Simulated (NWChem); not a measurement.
**Total energies of methanethiol (CH4S)**

SMILES: CS
```xyz
6

C      1.0468     0.4733     0.0000
S     -0.5720    -0.3413     0.0000
H      1.1988     1.0855     0.8999
H      1.7951    -0.3313     0.0000
H      1.1988     1.0855    -0.8999
H     -1.3215     0.7816     0.0000
```
Charge 0, spin multiplicity 1.

Everything below was run with NWChem. All single points use one geometry, from PBE0/def2-SVP, a minimum by its harmonic frequencies.

Basis set: cc-pVTZ (120 functions).

```
method  total energy (Ha)  relative cost
------  -----------------  -------------
RHF            -437.75573              1
MP2            -438.11944        under 3
B2PLYP         -438.56287        under 3
PBE            -438.49808        under 3
B3LYP          -438.75538        under 3
TPSS           -438.76574        under 3
```

Total energies of different functionals aren't comparable as a measure of quality: only differences taken within one method are. Costs are rough ratios of processor time within this set of runs, SCF included, with RHF as 1.

The correlated methods keep 6 core orbitals frozen. B3LYP has NWChem's definition, with VWN1-RPA local correlation.
